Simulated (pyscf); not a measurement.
Homolytic dissociation enthalpies at 298 K of As–O, O–P bonds in 8 gas-phase molecules, in kcal/mol. Single points on ωB97X-D3(BJ)/def2-SVP structures (PySCF, gas phase). Correlated levels are frozen-core, on RHF or UHF. ΔMP2 is the change of the MP2 total energy from the triple- to the quadruple-zeta basis. Both columns use the same structures and thermal terms. Rows were drawn at random from the closed-shell molecules with such a bond whose radicals are computed, keep their shape and have no isomer in the data more than 5 kcal/mol lower.

```json
[
 {"row": "1", "molecule": "HO–PH–OH", "radicals": "OH• + HO–PH•", "r²SCAN/def2-TZVP": "93.2", "CCSD(T)/def2-TZVPP + ΔMP2(QZVPP)": "97.2"},
 {"row": "2", "molecule": "HO–PH₂", "radicals": "OH• + PH₂•", "r²SCAN/def2-TZVP": "84.4", "CCSD(T)/def2-TZVPP + ΔMP2(QZVPP)": "88.2"},
 {"row": "3", "molecule": "HO–AsH–OH", "radicals": "OH• + HO–AsH•", "r²SCAN/def2-TZVP": "82.6", "CCSD(T)/def2-TZVPP + ΔMP2(QZVPP)": "86.1"},
 {"row": "4", "molecule": "HO–AsH–AsH₂", "radicals": "OH• + •HAs–AsH₂", "r²SCAN/def2-TZVP": "74.2", "CCSD(T)/def2-TZVPP + ΔMP2(QZVPP)": "77.7"},
 {"row": "5", "molecule": "HO–As(OH)–OH", "radicals": "OH• + HO–As•–OH", "r²SCAN/def2-TZVP": "90.0", "CCSD(T)/def2-TZVPP + ΔMP2(QZVPP)": "93.6"},
 {"row": "6", "molecule": "HO–PH–PH₂", "radicals": "•HP–PH₂ + OH•", "r²SCAN/def2-TZVP": "84.0", "CCSD(T)/def2-TZVPP + ΔMP2(QZVPP)": "?"},
 {"row": "7", "molecule": "HO–P(OH)–OH", "radicals": "OH• + HO–P•–OH", "r²SCAN/def2-TZVP": "101.7", "CCSD(T)/def2-TZVPP + ΔMP2(QZVPP)": "105.6"},
 {"row": "8", "molecule": "HO–AsH₂", "radicals": "OH• + AsH₂•", "r²SCAN/def2-TZVP": "74.5", "CCSD(T)/def2-TZVPP + ΔMP2(QZVPP)": "77.8"}
]
```

### Question
Fit a line that carries the r²SCAN values to the last column and predict row 6.

### Answer
In the 7 complete rows the last column lies 3.3 to 4.0 kcal/mol from r²SCAN (mean 3.7, median 3.6). Least squares gives y = 1.9 + 1.02·x with residuals of 0.1 kcal/mol (root mean square). For row 6: 1.9 + 1.02 × 84.0 = 87.6 kcal/mol. The computed value is 87.9 kcal/mol, 0.3 over the line. The CCSD(T) − MP2 part came from Ansatz, without density fitting, on the same reference. The frozen core leaves the outer d or s,p core shells of the metals and heavy elements correlated in the MP2 and CC values, and def2-TZVPP describes them poorly, which can shift differences by a few kcal/mol. Left out: the spin-orbit lowering of OH. Elements up to Kr have no core potential and no relativistic terms here.
